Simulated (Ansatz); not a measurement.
Relaxation of C4H7NO (13 atoms, charge 0, multiplicity 1), to a largest force component of 0.02 eV/Å in at most 50 steps.

Theory: RKS PBE-D4/6-31G in Ansatz 0.2.0.

```xyz
13
Properties=species:S:1:pos:R:3
C -1.328 -0.852 1.436
C -0.380 -0.339 0.431
N 0.394 -1.097 -0.252
C 1.310 -0.132 -1.007
C 0.521 1.175 -0.883
O -0.347 1.018 0.244
H -1.288 -1.890 1.539
H -2.342 -0.523 1.078
H -1.177 -0.322 2.434
H 2.245 -0.092 -0.550
H 1.317 -0.442 -2.030
H -0.065 1.425 -1.732
H 1.162 2.035 -0.695
```

Where does it end, and by what steps?

It converged. Limits of this set-up: no polarisation functions. After 7 steps the energy has fallen by 0.493 eV; H12 moved furthest, 0.24 Å.

```tsv
step	energy less start (eV)	largest force component (eV/Å)	accepted
0	0.0000	3.215	yes
1	-0.4094	1.078	yes
2	-0.4734	0.417	yes
3	-0.4794	0.272	yes
4	-0.4860	0.079	yes
5	-0.4917	0.081	yes
6	-0.4931	0.028	yes
7	-0.4933	0.020	yes
```

```xyz
13
Properties=species:S:1:pos:R:3
C -1.382 -0.837 1.467
C -0.396 -0.364 0.459
N 0.532 -1.065 -0.114
C 1.267 -0.143 -1.043
C 0.570 1.246 -0.900
O -0.511 1.004 0.114
H -1.236 -1.910 1.646
H -2.412 -0.657 1.115
H -1.259 -0.287 2.416
H 2.332 -0.112 -0.754
H 1.208 -0.541 -2.070
H 0.081 1.596 -1.822
H 1.225 2.035 -0.500
```

Whether the end is a true minimum wasn't checked by a vibrational analysis.

Time of the run: 28 s on 1 thread of Arm Neoverse V2, with other jobs on the host, peak memory 0.15 GiB.
